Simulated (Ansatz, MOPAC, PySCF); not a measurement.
Gas-phase reaction in SMILES: [Si](I)(I)(F)F [difluoro(diiodo)silane] + 4 [H][H] (H2) -> 2 F (HF) + 2 I (HI) + [SiH4] (SiH4)

Wanted: energy of full hydrogenation (enthalpy at 298 K), in kcal/mol. Conventions: no spin-orbit coupling; no dispersion term unless named; def2 sets with scalar-relativistic core potentials past Kr. Ab initio and DFT rows: single points at B3LYP-D3(BJ) geometries (Ansatz, a quantum-chemistry and plane-wave program), with unscaled harmonic terms from B3LYP/6-31G* (LANL2DZ past Ar) (Ansatz) at its own minima. Semi-empirical rows: MOPAC heats of formation at their own minima for 298 K.

```
species        coefficient  E at BP86/def2-SVP (PySCF), Eh  E at wB97X-V/def2-TZVPD (Ansatz), Eh  H(298 K) - E, kcal/mol  heat of formation at MNDO (MOPAC), kcal/mol
-------------  -----------  ------------------------------  ------------------------------------  ----------------------  -------------------------------------------
F[Si](F)(I)I            -1                     -1084.81143                           -1084.77948                    9.85                                      -157.15
[H][H] (H2)             -4                        -1.17203                              -1.17238                    8.44                                         0.72
F (HF)                  +2                      -100.35214                            -100.45520                    7.76                                       -59.74
I (HI)                  +2                      -298.43145                            -298.29346                    5.17                                        15.74
[SiH4] (SiH4)           +1                      -291.81032                            -291.83995                   22.18                                         1.18
```

 1 Eh = 627.5095 kcal/mol.

Q: Work the quantity out at each level.

A: 
- BP86/def2-SVP: the sum of coefficient times E is 0.12205 Eh, or 76.59 kcal/mol; the thermal terms add 4.43. Result: 81.0 kcal/mol.
- wB97X-V/def2-TZVPD: the sum of coefficient times E is 0.13173 Eh, or 82.66 kcal/mol; the thermal terms add 4.43. Result: 87.1 kcal/mol.
- MNDO: the sum of coefficient times heat of formation is 67.45 kcal/mol; it needs no thermal term.
